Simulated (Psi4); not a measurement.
# N2 (nitrogen) at TPSSh/def2-TZVPPD

Aim: the energy change on altering one bond length of N2 (nitrogen) at TPSSh/def2-TZVPPD, from 2 runs. 

The results are computed with Psi4 1.11.

1 further run of the same task is left out (it didn't finish).

### Step 1. Starting point

The species is N2 (2 atoms), meant as a singlet with charge 0. As SMILES, `N#N`. The coordinates come from a PBE0-D4/def2-TZVP relaxation.

Bond lengths: N1–N2 1.090 Å.

### Step 2. Energy and gradient at TPSSh/def2-TZVPPD

Input file n2.xyz:

```xyz
2
N2
N      0.465500    -0.150300     0.239800
N     -0.465500     0.150300    -0.239800
```

Input file run.py:

```python
import psi4

psi4.set_memory('1600 MB')
psi4.set_num_threads(1)
psi4.core.set_output_file('output.dat', False)

with open('n2.xyz') as f:
    atoms = ''.join(f.readlines()[2:])
molecule = psi4.geometry('0 1\n' + atoms + 'symmetry c1')

psi4.set_options({
    'basis': 'def2-TZVPPD',
    'puream': True,
    'e_convergence': 1e-09,
    'd_convergence': 1e-08,
    'scf_type': 'pk',
    'dft_radial_points': 99,
    'dft_spherical_points': 590,
})

energy_value, wavefunction = psi4.gradient("tpssh", return_wfn=True)
psi4.oeprop(wavefunction, "DIPOLE", "QUADRUPOLE", "WIBERG_LOWDIN_INDICES", title="TPSSH")
print('gradient / Eh bohr^-1')
print(energy_value.np.round(6))
print(f'energy = {wavefunction.energy():.10f} Eh')
```

Command:

```
python run.py
```

output.dat:

```text
[...]
  Running in c1 symmetry.
[...]
  Nuclear repulsion =   23.798341769446306
[...]
  Multiplicity = 1
[...]
  Nalpha       = 7
  Nbeta        = 7
[...]
    Number of basis functions: 74
[...]
   @RKS iter   1:  -109.51429526376074   -4.30253e-01   5.22931e-03 DIIS/ADIIS
[...]
   @RKS iter   7:  -109.57363099867452   -2.18847e-12   4.53384e-09 DIIS
[...]
    Orbital Energies [Eh]
    ---------------------
    Doubly Occupied:
       1A    -14.347683     2A    -14.346041     3A     -1.103958
       4A     -0.536826     5A     -0.453301     6A     -0.453301
       7A     -0.411087
[...]
  @RKS Final Energy:  -109.57363099867452
   => Energetics <=
    Nuclear Repulsion Energy =             23.7983417694463064
    One-Electron Energy =                -194.9324996743393683
    Two-Electron Energy =                  73.9708930598459631
    DFT Exchange-Correlation Energy =     -12.4103661536274075
    Empirical Dispersion Energy =           0.0000000000000000
    VV10 Nonlocal Energy =                  0.0000000000000000
    Total Energy =                       -109.5736309986745169
[...]
  -Total Gradient:
     Atom            X                  Y                   Z
    ------   -----------------  -----------------  -----------------
       1       -0.015643787854    -0.000000000000     0.000000000000
       2        0.015643787854    -0.000000000000     0.000000000000
[...]
 Multipole Moments:
 ------------------------------------------------------------------------------------
     Multipole            Electronic (a.u.)      Nuclear  (a.u.)        Total (a.u.)
 ------------------------------------------------------------------------------------
 L = 1.  Multiply by 2.5417464519 to convert [e a0] to [Debye]
 Dipole X            :          0.0000000            0.0000000            0.0000000
 Dipole Y            :         -0.0000000            0.0000000           -0.0000000
 Dipole Z            :          0.0000000            0.0000000            0.0000000
 Magnitude           :                                                    0.0000000
 L = 2.  Multiply by 1.3450342976 to convert [e a0^2] to [Debye ang]
 Quadrupole XX       :        -23.5601893           14.8377077           -8.7224817
 Quadrupole XY       :          0.0000000            0.0000000            0.0000000
[...]
```

On the terminal:

```text
gradient / Eh bohr^-1
[[-0.015644 -0.        0.      ]
 [ 0.015644 -0.        0.      ]]
energy = -109.5736309987 Eh
```

It took 6.9 s on 1 thread of AMD EPYC 9R45 (Zen 5), shared host; peak memory 0.84 GiB.

### Step 3. The distorted shape, same level

Input file job.inp:

```
memory 1.6 GB

molecule system {
  0 1
  N      1.210296    -0.390779     0.623478
  N     -0.465500     0.150300    -0.239800
  symmetry c1
  no_reorient
  no_com
}

set basis def2-TZVPPD
set puream true
set e_convergence 1e-09
set d_convergence 1e-08
set scf_type pk
set dft_radial_points 99
set dft_spherical_points 590

result, w = gradient("tpssh", return_wfn=True)
oeprop(w, "LOWDIN_CHARGES", "WIBERG_LOWDIN_INDICES", "MULLIKEN_CHARGES")
```

Command:

```
psi4 job.inp job.out -n 1
```

job.out:

```text
[...]
  Running in c1 symmetry.
[...]
  Nuclear repulsion =   13.221331819326460
[...]
  Multiplicity = 1
[...]
  Nalpha       = 7
  Nbeta        = 7
[...]
    Number of basis functions: 74
[...]
   @RKS iter   1:  -109.14951711600766   -8.71570e-01   1.72879e-03 DIIS/ADIIS
[...]
   @RKS iter   9:  -109.15737923782544   -3.31113e-12   6.62028e-11 DIIS
[...]
    Orbital Energies [Eh]
    ---------------------
    Doubly Occupied:
       1A    -14.436696     2A    -14.436671     3A     -0.799342
       4A     -0.700327     5A     -0.353664     6A     -0.313521
       7A     -0.313521
[...]
  @RKS Final Energy:  -109.15737923782544
   => Energetics <=
    Nuclear Repulsion Energy =             13.2213318193264602
    One-Electron Energy =                -173.8270854269984511
    Two-Electron Energy =                  63.4295897750053896
    DFT Exchange-Correlation Energy =     -11.9812154051588173
    Empirical Dispersion Energy =           0.0000000000000000
    VV10 Nonlocal Energy =                  0.0000000000000000
    Total Energy =                       -109.1573792378254382
[...]
 Multipole Moments:
 ------------------------------------------------------------------------------------
     Multipole            Electronic (a.u.)      Nuclear  (a.u.)        Total (a.u.)
 ------------------------------------------------------------------------------------
 L = 1.  Multiply by 2.5417464519 to convert [e a0] to [Debye]
 Dipole X            :         -9.8522232            9.8522232           -0.0000000
 Dipole Y            :          3.1810761           -3.1810761            0.0000000
 Dipole Z            :         -5.0753244            5.0753244           -0.0000000
 Magnitude           :                                                    0.0000000
[...]
  -Total Gradient:
     Atom            X                  Y                   Z
    ------   -----------------  -----------------  -----------------
       1        0.166501806361    -0.053759903284     0.085772579950
       2       -0.166501806361     0.053759903285    -0.085772579950
[...]
  Mulliken Charges: (a.u.)
   Center  Symbol    Alpha    Beta     Spin     Total
       1     N     3.50000  3.50000  0.00000 -0.00000
       2     N     3.50000  3.50000  0.00000  0.00000
   Total alpha =  7.00000, Total beta =  7.00000, Total charge = -0.00000
  Lowdin Charges: (a.u.)
   Center  Symbol    Alpha    Beta     Spin     Total
       1     N     3.50000  3.50000  0.00000 -0.00000
       2     N     3.50000  3.50000  0.00000  0.00000
  Total alpha =  7.00000, Total beta =  7.00000, Total charge =  0.00000
[...]
```

Run time: 7.8 s. Hardware: 1 thread of AMD EPYC 9R45 (Zen 5), shared host; peak memory 0.82 GiB.

### Step 4. What came out

At TPSSh/def2-TZVPPD:

```
                                                         quantity          value
                                        first shape: total energy  -109.57363 Eh
                                       first shape: dipole moment         0.00 D
                                         first shape: HOMO energy      -11.19 eV
                                         first shape: LUMO energy       -1.10 eV
                                       first shape: HOMO–LUMO gap       10.08 eV
                            first shape: largest force on an atom     0.804 eV/Å
                                    distorted shape: total energy  -109.15738 Eh
                                   distorted shape: dipole moment         0.00 D
                                     distorted shape: HOMO energy       -8.53 eV
                                     distorted shape: LUMO energy       -6.20 eV
                                   distorted shape: HOMO–LUMO gap        2.33 eV
                        distorted shape: largest force on an atom    10.020 eV/Å
energy change with the N1–N2 bond stretched from 1.090 to 1.961 Å      11.327 eV
```

What this shows: With the N1–N2 bond stretched from 1.090 to 1.961 Å the energy rises by 11.33 eV (1093 kJ/mol). The first shape isn't relaxed at this level, so the change isn't measured from a minimum. A restricted reference can't describe the breaking bond well at this length. The largest force (first shape) is 0.80 eV/Å: the shape isn't a stationary point for this species at this level.
